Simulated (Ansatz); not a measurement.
Basis-set extrapolation for `[C-]#[S+]` (PBE0-D4/def2-TZVP geometry, frozen core, Ansatz 0.2.0). Multiplicity 1, RHF reference.

|  | def2-TZVPP | def2-QZVPP |
| --- | --- | --- |
| HF | -435.349585 | -435.361733 |
| MP2 correlation | -0.302487 | -0.325083 |
| CCSD(T) correlation | -0.340183 | -0.360607 |

Energies in hartree. Use E(X) = E(∞) + A·exp(−7.88·√X) for Hartree–Fock and E(X) = E(∞) + B·X^(−2.97) for correlation, with X = 3 and 4.

Q: What is the CCSD(T) energy at the basis-set limit?

A: HF limit: -435.361733 + (-0.012148) × 0.13774 = -435.36341. Correlation limit: -0.360607 + (-0.020424) × 0.74074 = -0.37574. Total: -435.73915 hartree, 129.7 kJ/mol below CCSD(T)/def2-TZVPP.
